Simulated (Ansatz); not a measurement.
Ligands exchanged one at a time, Si F-Cl. Gas-phase values, no solvent. Strings in code marks are SMILES.

Quantity: redistribution energy (mixed species minus the weighted end members), in kJ/mol.

Case: 2 of 4 F replaced by Cl: `F[Si](F)(Cl)Cl`. The other species in the difference include `F[Si](F)(F)F` (neutral, multiplicity 1). Geometry of `Cl[Si](F)(F)Cl` (neutral, multiplicity 1, Å):

```xyz
5

F     -0.0403    -0.9789     1.2885
Si    -0.0048    -0.0792     0.0017
F     -0.0821    -1.0292    -1.2466
Cl     1.7226     0.9420    -0.0470
Cl    -1.5954     1.1453     0.0035
```

**Question.** Predict the redistribution energy (mixed species minus the weighted end members) from frozen-core MP2/cc-pVTZ // PBE0-D3(BJ)/def2-TZVP (Ansatz, an electronic-structure program).

**Answer.** 6.03 kJ/mol.
